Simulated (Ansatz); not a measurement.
## SbH⁻, doublet: reading a ladder of total energies

Geometry: a PBE0/def2-TZVPD stationary point for this spin.

```xyz
2

Sb    0.0000    0.0000    0.0000
H     0.0000    0.0000    1.7338
```

Basis def2-SVPD with its core potentials; Ansatz 0.2.0. Correlated methods freeze the noble-gas cores and the filled d shells of p-block atoms, which leaves 7 electrons in 31 orbitals. Prefix R: restricted or restricted open-shell reference. No spin–orbit coupling is included; scalar relativity enters through the core potentials alone.

Full CI is exact within this basis and frozen core; it isn't the basis-set limit.

Runs differ by some tens of microhartree through their thresholds and, for an open shell, their frozen cores, so steps under 0.03 kcal/mol mean nothing.

```
    level  total energy (hartree)
      RHF             -239.817959
     RMP2             -239.910273
    RCCSD             -239.929714
 RCCSD(T)             -239.932753
   RCCSDT             -239.933370
RCCSDT(Q)             -239.933543
  RCCSDTQ             -239.933567
  full CI             -239.933556
```

Question: What is the correlation energy at full CI, and what share of it do RMP2 and RCCSD recover?

Answer: E(corr) = -239.933556 − (-239.817959) = -0.115597 hartree = -3.146 eV. RMP2: -0.092314 / -0.115597 = 79.86 %. RCCSD: -0.111755 / -0.115597 = 96.68 %.

Question: By how many kcal/mol does RCCSD(T) miss full CI (1 hartree = 627.509 kcal/mol), and which steps make up the rest?

Answer: -239.932753 − (-239.933556) = 0.000803 hartree = 0.50 kcal/mol. Steps: RCCSDT − RCCSD(T) = -0.39, RCCSDT(Q) − RCCSDT = -0.11, RCCSDTQ − RCCSDT(Q) = -0.02, full CI − RCCSDTQ = 0.01 kcal/mol. That is within 1 kcal/mol of the reference in this basis, which itself misses far more of the correlation at the basis-set limit.
